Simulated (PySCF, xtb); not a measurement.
C₂H₅, SMILES [CH2]C (connectivity only; charge and spin as stated), charge +1, multiplicity 1.

GFN2-xTB in xtb 6.7.1 at its own geometry gives an orbital gap of 2.69 eV.

Coordinates come from a PBE0-D3(BJ)/def2-TZVP optimisation. A frequency run showed that this geometry is not a minimum. The multiplicity is an assumed one; other spin states were not compared. The isomer is the one that the SMILES or the coordinates give; other isomers of the formula were not compared.

Q: What does PySCF with M06-2X/def2-TZVPD give? (The exact figures need the calculation; the answer reports its results.)

A: gap 9.77 eV (levels -19.17 and -9.39 eV).
